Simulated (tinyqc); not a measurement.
A ladder of methods, and size consistency: correlation methods against full CI in the sto-3g basis, for LiH, spin multiplicity 1. Computed by the program tinyqc with PySCF. All electrons correlated; +Q is the Davidson correction (1 - c0^2) E_corr. The last columns treat two copies 100 angstrom apart as one system. FCI is the lowest singlet.

Geometry (angstrom):
```
atom,x,y,z
Li,0.0000,0.0000,0.0000
H,0.0000,0.0000,2.0340
```

RHF energy of one = -7.827208 hartree

Correlation energies (hartree):
```
method,E_corr of one,share of FCI (%),E_corr of two at 100 angstrom,two minus twice one (mhartree)
MP2,-0.01801,57.503,-0.03602,-5.22e-05
CISD,-0.03130,99.926,-0.05961,2.993
CISD+Q,-0.03302,105.407,-0.06488,1.154
CCSD,-0.03130,99.940,-0.06261,-1.27e-04
CCSD(T),-0.03132,99.989,-0.06264,-1.26e-04
FCI,-0.03132,100.000,-,-
```

What does the comparison show, and why?

MP2 recovers 58 %, CISD 99.9 % and CCSD 99.9 % of the FCI value (c0^2 = 0.945 in CISD). MP2 and coupled cluster are size consistent, so their last column vanishes but for a trace of long-range electrostatics; CISD loses 2.99 mhartree, since a double excitation on each copy is a quadruple of the pair, and the Davidson correction leaves +1.15.
